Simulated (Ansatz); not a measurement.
Computed with Ansatz on PBE0-D4/def2-TZVP structures; ΔE is electronic, products minus reactants. CCSD(T)/CBS is extrapolated from def2-TZVPP and def2-QZVPP, frozen cores. Functionals use def2-TZVPP. B3LYP here is the variant with VWN-RPA as its local correlation; programs differ in this. No spin–orbit coupling; open shells (•) take unrestricted orbitals. Spin–orbit coupling would lower the free atoms: a little for C, Cl, F.

`C/N=C(/F)Cl` → 2 C• + Cl• + F• + 3 H• + N•  (atomization)

`C/N=C(/F)Cl`:

Z-matrix (Å, degrees):
```
C
N 1 1.434
H 1 1.094 2 113.8
H 1 1.092 2 108.7 3 -121.9
H 1 1.092 2 108.7 3 121.9
C 2 1.231 1 123.4 3 -0.2
Cl 6 1.735 2 128.9 1 -0.0
F 6 1.319 2 121.5 1 180.0
```

(1) What is ΔE at CCSD(T)/CBS? (Estimate.)

(2) What do these levels give: PBE-D4, PBE0-D4, B3LYP-D4, B2PLYP, B3LYP, MP2/def2-TZVPP, CCSD/def2-TZVPP, CCSD(T)/def2-TZVPP, MP2/def2-QZVPP, CCSD/def2-QZVPP, MP2/CBS(def2), CCSD/CBS(def2)? (Best estimate.)

Largest T1 diagnostic among the species: 0.013.

## Answers

(1) Computed: +725.3 kcal/mol.

(2) Ansatz gave: PBE-D4 764.6, PBE0-D4 737.7, B3LYP-D4 729.6, B2PLYP 721.3, B3LYP 723.8, MP2/def2-TZVPP 726.6, CCSD/def2-TZVPP 686.4, CCSD(T)/def2-TZVPP 703.3, MP2/def2-QZVPP 739.8, CCSD/def2-QZVPP 698.2, MP2/CBS(def2) 748.9, CCSD/CBS(def2) 706.3 kcal/mol.

From PBE to PBE0 (25 % exact exchange), in def2-TZVPP and without D4, ΔE moves by −26.3 kcal/mol: exact exchange takes away binding that semilocal exchange gives to molecules. In def2-TZVPP, CCSD(T) changes the Hartree–Fock value by +216.6 kcal/mol (the triples alone add +16.9 kcal/mol) and MP2 by +240.0 kcal/mol; breaking electron pairs costs correlation energy, which Hartree–Fock lacks. The D4 term adds +5.8 kcal/mol with B3LYP and +3.0 kcal/mol with PBE0; it sums over pairs of atoms, weighted by their polarisabilities, and B3LYP, whose exchange is more repulsive, gets the larger term.
